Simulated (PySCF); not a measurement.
# HO2 radical: electronic structure in real space

For HO2 radical, the scripts below analyse its density (charges, bond critical points, surface potential), see where an electron leaves and enters and measure its response to a uniform field.

Computed with PySCF 2.14.0. Level: levels as typed in each script, gas phase, geometry from GFN2-xTB.

## Step 1: Starting geometry

SMILES `O[O]`, 3 atoms, charge 0, spin multiplicity 2.

Bond lengths: O1–O2 1.302 Å, O1–H3 0.984 Å. Angles: O2–O1–H3 108.4°.

As a file:

```xyz
3
charge 0, multiplicity 2
O     0.5835    0.1264    0.0000
O    -0.7092   -0.0311    0.0000
H     1.0054   -0.7624    0.0000
```

## Step 2: Density, bond paths and surface potential (B3LYP/cc-pvtz)

input.py reads:

```python
import numpy as np
from pyscf import gto, scf, dft
from pyscf.scf import atom_ks, atom_hf
from scipy.linalg import block_diag

def solve(mol, dm0=None, hcore=None):
    mf = (dft.UKS if mol.spin else dft.RKS)(mol, xc='b3lyp')
    mf.grids.level = 3
    mf = mf.density_fit(auxbasis='def2-universal-jkfit')
    mf.conv_tol, mf.max_cycle = 1e-8, 80
    if hcore is not None:
        mf.get_hcore = lambda *args: hcore
    mf.kernel(dm0)
    if not mf.converged:
        mf = mf.newton().run(mf.mo_coeff, mf.mo_occ, max_cycle=30)
    assert mf.converged, 'SCF not converged'
    return mf

mol = gto.M(atom='''
O      0.58353     0.12639     0.00000
O     -0.70920    -0.03110     0.00000
H      1.00538    -0.76237     0.00000
''', basis='cc-pvtz', charge=0, spin=1, verbose=4)
mf = solve(mol)
mf.analyze()
# spherically averaged free atoms, for the promolecule
atm = atom_ks.get_atm_nrks(mol, xc='b3lyp')
pro = block_diag(*[(atm[a[0]][2] * atm[a[0]][3]) @ atm[a[0]][2].T for a in mol._atom])
np.savez('result.npz', e=mf.e_tot, c=mf.mo_coeff, occ=mf.mo_occ, eps=mf.mo_energy, pro=pro, dip=mf.dip_moment(verbose=0), s2=mf.spin_square()[0])
```

Command:

```console
$ OMP_NUM_THREADS=1 python input.py
```

## Step 4: Removing and adding an electron (TPSSh/aug-cc-pvdz)

input.py reads:

```python
import numpy as np
from pyscf import gto, scf, dft
from pyscf.scf import atom_ks, atom_hf
from scipy.linalg import block_diag

def solve(mol, dm0=None, hcore=None):
    mf = (dft.UKS if mol.spin else dft.RKS)(mol, xc='tpssh')
    mf.grids.level = 3
    mf = mf.density_fit(auxbasis='def2-universal-jkfit')
    mf.conv_tol, mf.max_cycle = 1e-8, 80
    if hcore is not None:
        mf.get_hcore = lambda *args: hcore
    mf.kernel(dm0)
    if not mf.converged:
        mf = mf.newton().run(mf.mo_coeff, mf.mo_occ, max_cycle=30)
    assert mf.converged, 'SCF not converged'
    return mf

mol = gto.M(atom='''
O      0.58353     0.12639     0.00000
O     -0.70920    -0.03110     0.00000
H      1.00538    -0.76237     0.00000
''', basis='aug-cc-pvdz', charge=0, spin=1, verbose=4)
mf = solve(mol)
out = dict(e0=mf.e_tot, dm0=mf.make_rdm1(), c=mf.mo_coeff, occ=mf.mo_occ, eps=mf.mo_energy)
for name, dq, spin in [('cation', 1, 0), ('anion', -1, 0)]:
    ion = mol.copy().set(charge=mol.charge + dq, spin=spin).build()
    mi = solve(ion)
    if spin and dq > 0 and mol.nao < 130:
        c, _, stable, _ = mi.stability(return_status=True)
        if not stable:
            mi = solve(ion, mi.make_rdm1(c, mi.mo_occ))
    print(name, 'vertical energy change / eV', (mi.e_tot - mf.e_tot) * 27.211386)
    out.update({'e_' + name: mi.e_tot, 'dm_' + name: mi.make_rdm1(), 's2_' + name: mi.spin_square()[0], 'eps_' + name: mi.mo_energy, 'occ_' + name: mi.mo_occ})
# spherically averaged free atoms, for the promolecule
atm = atom_ks.get_atm_nrks(mol, xc='tpssh')
pro = block_diag(*[(atm[a[0]][2] * atm[a[0]][3]) @ atm[a[0]][2].T for a in mol._atom])
np.savez('result.npz', pro=pro, **out)
```

## Step 6: Response to an electric field (BLYP/def2-svpd)

input.py reads:

```python
import numpy as np
from pyscf import gto, scf, dft
from pyscf.scf import atom_ks, atom_hf
from scipy.linalg import block_diag

def solve(mol, dm0=None, hcore=None):
    mf = (dft.UKS if mol.spin else dft.RKS)(mol, xc='blyp')
    mf.grids.level = 3
    mf = mf.density_fit(auxbasis='def2-universal-jkfit')
    mf.conv_tol, mf.max_cycle = 1e-8, 80
    if hcore is not None:
        mf.get_hcore = lambda *args: hcore
    mf.kernel(dm0)
    if not mf.converged:
        mf = mf.newton().run(mf.mo_coeff, mf.mo_occ, max_cycle=30)
    assert mf.converged, 'SCF not converged'
    return mf

mol = gto.M(atom='''
O      0.58353     0.12639     0.00000
O     -0.70920    -0.03110     0.00000
H      1.00538    -0.76237     0.00000
''', basis='def2-svpd', charge=0, spin=1, verbose=4)
field = np.array([-0.01, -0.0, -0.0])  # atomic units
mol.set_common_orig(mol.atom_charges() @ mol.atom_coords() / mol.atom_charges().sum())
mf = solve(mol)
out = dict(dm0=mf.make_rdm1(), d0=mf.dip_moment(unit='AU'), e0=mf.e_tot)
for name, sign in (('p', 1), ('m', -1)):
    h = mf.get_hcore() + sign * np.einsum('x,xij->ij', field, mol.intor('int1e_r'))
    mi = solve(mol, mf.make_rdm1(), h)
    out.update({'dm' + name: mi.make_rdm1(), 'd' + name: mi.dip_moment(unit='AU'), 'e' + name: mi.e_tot})
# spherically averaged free atoms, for the promolecule
atm = atom_ks.get_atm_nrks(mol, xc='blyp')
pro = block_diag(*[(atm[a[0]][2] * atm[a[0]][3]) @ atm[a[0]][2].T for a in mol._atom])
np.savez('result.npz', pro=pro, **out)
```

(Steps that only read results are left out.)

What does the calculation give? Wanted: dipole moment; HOMO, LUMO; vertical ionisation energy; vertical electron affinity; polarisability along the field.

**Answer**, as computed:

```
                                       quantity            value
                  dipole moment (B3LYP/cc-pvtz)           2.27 D
                     HOMO, LUMO (B3LYP/cc-pvtz)  -7.60, -3.23 eV
 vertical ionisation energy (TPSSh/aug-cc-pvdz)         12.17 eV
 vertical electron affinity (TPSSh/aug-cc-pvdz)          0.18 eV
polarisability along the field (BLYP/def2-svpd)       19.1 bohr³
```

At B3LYP/cc-pvtz: The highest Hirshfeld charge is on H3 (+0.19 e), the lowest on O2 (−0.12 e). The ionisation energy from two SCF runs, 12.17 eV, lies 5.0 eV above −ε(HOMO) = 7.12 eV of the same level, TPSSh/aug-cc-pvdz, since self-interaction lifts this functional's HOMO. All values hold at the given geometry, in the gas phase.
